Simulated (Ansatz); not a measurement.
# C₃H₇FO: up Jacob's ladder to CCSD(T)

An exercise on one series of results from a longer session: the logs are not shown, and one member is left open.

The runs use Ansatz 0.2.0, Gaussian basis; functionals in def2-TZVPP, the program's frozen cores in correlated methods.

Levels to be run: PBE-D4, r2SCAN-D4, PBE0-D4, B3LYP-D4, ωB97X-V, ωB97M-V, B2PLYP; CCSD(T)/def2-TZVPP; MP2/def2-QZVPP; extrapolation to the limit.

## The geometry

The geometry comes from an earlier relaxation with PBE0-D4 in a triple-zeta def2 set; it is a stationary point, not always the lowest conformer.

SMILES `CC(O)CF`, 12 atoms, charge 0, spin multiplicity 1.

Atoms are counted from 1 here; the program's logs count them from 0.

Bond lengths: C1–C2 1.518 Å, C1–H6 1.091 Å, C1–H7 1.093 Å, C1–H8 1.093 Å, C2–O3 1.413 Å, C2–C4 1.512 Å, C2–H9 1.096 Å, O3–H10 0.963 Å, C4–F5 1.390 Å, C4–H11 1.094 Å, C4–H12 1.093 Å. Angles: C2–C1–H6 109.8°, C2–C1–H7 110.6°, C2–C1–H8 111.2°, H6–C1–H7 108.5°, H6–C1–H8 108.6°, H7–C1–H8 108.0°, C1–C2–O3 111.8°, C1–C2–C4 112.5°, C1–C2–H9 109.5°, O3–C2–C4 110.3°, O3–C2–H9 105.4°, C4–C2–H9 106.9°, C2–O3–H10 107.4°, C2–C4–F5 109.3°, C2–C4–H11 111.6°, C2–C4–H12 110.5°, F5–C4–H11 107.9°, F5–C4–H12 107.4° and more.

Set-up of the first run:

Input file in.yaml:

```yaml
crystal:
  periodic: [false, false, false]
  atoms:
    - {symbol: C, position_ang: [-0.861826, 1.004440, 0.208691]}
    - {symbol: C, position_ang: [0.199906, -0.038420, 0.506329]}
    - {symbol: O, position_ang: [1.496507, 0.522328, 0.522163]}
    - {symbol: C, position_ang: [0.145445, -1.208725, -0.448942]}
    - {symbol: F, position_ang: [0.395113, -0.760572, -1.740476]}
    - {symbol: H, position_ang: [-0.769758, 1.836256, 0.907889]}
    - {symbol: H, position_ang: [-0.748501, 1.390335, -0.807313]}
    - {symbol: H, position_ang: [-1.865844, 0.582351, 0.299833]}
    - {symbol: H, position_ang: [0.044211, -0.442268, 1.513109]}
    - {symbol: H, position_ang: [1.702498, 0.796891, -0.377061]}
    - {symbol: H, position_ang: [-0.838447, -1.687006, -0.443445]}
    - {symbol: H, position_ang: [0.918396, -1.940609, -0.201578]}
basis:
  gaussian: {orbitals: def2-TZVPP}
hamiltonian: {xc: pbe, dispersion: d4}
output: {forces: true, orbitals: {seedname: orbitals}}
```

Steps of the session up to this table: PBE-D4 (GGA); r2SCAN-D4 (meta-GGA); PBE0-D4 (hybrid); B3LYP-D4 (hybrid); ωB97X-V (range-separated); ωB97M-V (range-separated); B2PLYP (double hybrid); CCSD(T) in def2-TZVPP; MP2 in def2-QZVPP.

One of the session's tables, all rows but one given; the rest of the session is left out.

```
            method  atomisation energy (eV)
            PBE-D4                   49.505
         r2SCAN-D4                   48.472
           PBE0-D4                   48.544
          B3LYP-D4                   48.315
           ωB97X-V                   48.451
           ωB97M-V                   48.518
            B2PLYP                   47.894
     HF/def2-TZVPP                   35.216
    MP2/def2-TZVPP                   48.082
   CCSD/def2-TZVPP                   46.600
CCSD(T)/def2-TZVPP                   47.269
           MP2/CBS                   49.242
       CCSD(T)/CBS                        ?
```

Q: Estimate the row for CCSD(T)/CBS from the others.

**Answer.** atomisation energy (eV): 48.429. In the column «atomisation energy (eV)» it lies between B3LYP-D4 (48.315) and ωB97X-V (48.451).

Limits of these values: Free atoms (3 C, 1 O, 1 F, 7 H) were run apart at each level; the atomisation energy is their sum less the molecule, without zero-point or spin-orbit terms.
